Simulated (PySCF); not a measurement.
The vertical singlet excitations below were computed for one of the candidates. Theory: TDDFT B3LYP/def2-SVPD, vertical, gas phase, core orbitals frozen in the response (PySCF 2.14.0, density-fitted response routines). Geometries: GFN2-xTB, one conformer each.

```
state  λ (nm)       f
   S1   217.2   0.020
   S2   214.5   0.320
   S3   200.3   0.243
   S4   198.8  0.0049
   S5   197.0  0.0054
   S6   178.1   0.018
   S7   168.1  0.0015
   S8   166.4  0.0069
```

Triplets computed (Tamm–Dancoff): 4.08, 4.33, 5.61 eV.

Problem. Which candidate is it? All have the formula C5H8O.
A. `C=C(C)C(C)=O`
B. `C1C(C(=O)C)C1`
C. `C=CO/C=C\C`
D. `COC1=C(C)C1`

Solution. C. Its S1, at 5.71 eV, is the highest among the candidates; the nearest of the others has S1 at 5.27 eV. S1 is HOMO→LUMO+2 (98%). Löwdin shares by element: HOMO carbon 55% or more, oxygen 22% (atoms not listed hold the other 24%); LUMO carbon 75% or more (atoms not listed hold the other 25%). At the same level the other candidates give, for their lowest levels:
- `CC(=O)C1CC1`: 273 nm (f 0.000); 188 nm (f 0.022); 177 nm (f 0.167); 177 nm (f 0.005); 170 nm (f 0.013); T1 4.02 eV; HOMO -7.03, LUMO -0.69 eV
- `COC1=C(C)C1`: 235 nm (f 0.001); 205 nm (f 0.012); 197 nm (f 0.000); 191 nm (f 0.163); 183 nm (f 0.017); T1 4.49 eV; HOMO -5.91, LUMO 0.26 eV
- `C=C(C)C(C)=O`: 339 nm (f 0.000); 224 nm (f 0.192); 191 nm (f 0.008); 180 nm (f 0.002 summed over 2 states); 176 nm (f 0.000); T1 3.20 eV; HOMO -7.06, LUMO -1.83 eV

Shape of the structure used: `[CH2:1]=[CH:2][O:3]/[CH:4]=[CH:5]\[CH3:6]`: C1–C2–O3–C4 180°, C2–O3–C4–C5 180°.
